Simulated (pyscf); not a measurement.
`[CH3][S][CH3]` + `[SH2]` → `[CH][S][CH3]` [singlet] + `[H][H]` + `[SH2]`, a multi-bond step (singlet surface; C–H, C–H, H–S broken, H–H, H–S formed). Structures and frequencies: ωB97X-D3(BJ)/def2-SVP in PySCF. Energies in kcal/mol from the separated reactants.

Small-basis levels: PySCF, no dispersion term, spherical d functions. 

Problem. Quick B3LYP/6-31G* single points give ΔE‡ = 87.0 kcal/mol and ΔE = +84.9 kcal/mol. What does ωB97M-D3(BJ)/def2-TZVP give, and how far is the quick result from it?

Solution. ωB97M-D3(BJ)/def2-TZVP gives ΔE‡ = 90.3 kcal/mol and ΔE = +80.4 kcal/mol. B3LYP/6-31G* lies 3.3 kcal/mol under it in the barrier and 4.5 kcal/mol over it in the reaction energy, so on this step it does not hold to within 3.0 kcal/mol. ωB97M-D3(BJ)/def2-TZVP has limits of its own. On the product side the descent ends in a complex (not fully relaxed), 5.6 kcal/mol under the separated species and 15.3 kcal/mol under the saddle at ωB97X-D3(BJ)/def2-TZVP. At ωB97X-D3(BJ) the barrier from the zero used here is 92.4 kcal/mol. The same reactants have a lower exit, to CH₃• + H₃C–S• + H₂S (no saddle counted: cutting one bond costs +78.6 kcal/mol at ωB97M-D3(BJ), against +90.3 kcal/mol here). :HC–S–CH₃ [singlet] lies 46.0 kcal/mol over its isomer H₃C–CH=S (electronic energy, ωB97M-D3(BJ)). This is the saddle that the search found; another between the same sides may lie lower.
